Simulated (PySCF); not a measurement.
Consider `N=C=O` (CHNO). Coordinates in Å; atoms count from 1 in this order:
```
N    -0.6931    0.2703   -0.1622
C     0.4658    0.0447   -0.4268
O     1.5769   -0.0577   -0.7599
H    -1.3292   -0.2426    0.4287
```

These are calculated values, ωB97X-D3(BJ)/ma-def2-TZVP in PySCF (grid level 2) at geometries from PBE0-D3(BJ)/ma-def2-SVP. Thermal corrections: PBE0-D3(BJ)/ma-def2-SVP frequencies, unscaled, ideal gas at 298.15 K and 1 bar, quasi-RRHO entropy.

(1) What are the vertical and the adiabatic ionisation energy for forming the radical cation?

(2) Where does the unpaired spin of the relaxed radical cation sit?

(3) What oxidation potential follows in DMSO (IEF-PCM), given that Fc+/Fc comes at 4.53 V absolute with this functional and basis?

(4) How far is −ε(HOMO) from the vertical value by ΔSCF?

## Answers

(1) 11.76 eV vertical and 11.60 eV adiabatic, the latter with zero-point energy.

(2) N1 (imine nitrogen) 0.82, O3 (carbonyl oxygen) 0.35, C2 (carbonyl-type carbon) -0.15 (intrinsic atomic orbital populations).

(3) In the gas phase ΔG of oxidation is 11.579 eV, and solvation is -19.4 kJ/mol for the parent and -310.5 kJ/mol for the product, so the absolute potential is 8.56 V, or 4.03 V against Fc+/Fc. Fc+/Fc in DMSO, 4.53 V, is ωB97X-D3(BJ)/ma-def2-TZVP on PBE0-D3(BJ)/def2-SVP structures with GFN2-xTB thermal terms. Benchmark calculations put it near 5.0 V in acetonitrile and DMSO, so it is about 0.5 V low, and the value against it can read up to that much too high. The solvent is electrostatics only, on gas-phase structures; the absolute scale refers to an electron at rest in vacuum.

(4) −ε(HOMO) = 11.34 eV, which is 0.42 eV below the ΔSCF value.
